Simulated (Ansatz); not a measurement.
Input file:

```yaml
crystal:
  periodic: [false, false, false]
  atoms:
    - {symbol: Al, position_ang: [0.000000, 0.000000, 1.432992]}
    - {symbol: O, position_ang: [0.000000, 0.000000, -0.241478]}
    - {symbol: H, position_ang: [0.000000, 0.000000, -1.191514]}
basis:
  gaussian: {orbitals: cc-pVDZ}
magnetization: {spin_polarized: true, initial_magnetization: 2}
correlation: {method: ccsdtq, electrons: outside_noble_gas}
```

```sh
$ ansatz run in.yaml --threads 2 --pin off --events-out ev --progress --plain --max-ram 15360MiB --backend cuda --devices 0, --max-vram 18GiB
```

Log:

```
637 factors; integrals over basis functions are off by at most 1.8e-7 eV
mean field evaluation 1: about -8631.5482 eV, gradient 2.4e1 eV
mean field evaluation 2: about -8631.5513 eV, gradient 2.4e1 eV
mean field evaluation 4: about -8634.4175 eV, gradient 2.3e0 eV
mean field evaluation 8: about -8634.5199 eV, gradient 1.5e-1 eV
mean field evaluation 16: about -8634.5020 eV, gradient 8.2e-1 eV
mean field evaluation 32: about -8631.2813 eV, gradient 9.4e-4 eV
mean field evaluation 64: about -8631.2813 eV, gradient 9.4e-4 eV
mean field evaluation 96: about -8631.2813 eV, gradient 6.4e-3 eV
mean field evaluation 128: about -8629.4602 eV, gradient 2.1e0 eV
mean field evaluation 160: about -8626.8946 eV, gradient 2.9e0 eV
...
cycle  12  -6.16876386 eV  change   -3.7e-5 eV  update   1.5e-4
cycle  13  -6.16877533 eV  change   -1.1e-5 eV  update   8.3e-5
cycle  14  -6.16874333 eV  change    3.2e-5 eV  update   4.0e-5
cycle  15  -6.16874089 eV  change    2.4e-6 eV  update   1.9e-5
cycle  16  -6.16875189 eV  change   -1.1e-5 eV  update   1.9e-5
cycle  17  -6.16875463 eV  change   -2.7e-6 eV  update   1.2e-5
cycle  18  -6.16875334 eV  change    1.3e-6 eV  update   4.2e-6
cycle  19  -6.16875307 eV  change    2.7e-7 eV  update   3.1e-6
cycle  20  -6.16875350 eV  change   -4.3e-7 eV  update   1.3e-6
cycle  21  -6.16875285 eV  change    6.5e-7 eV  update   8.3e-7
Total energy: -8640.68921304 eV, -317.5394717097 hartree
```

Ran on 2 threads of AMD EPYC 7R13 with a shared H100 80 GB, shared host: 32 s wall, 0.86 GiB peak host memory.
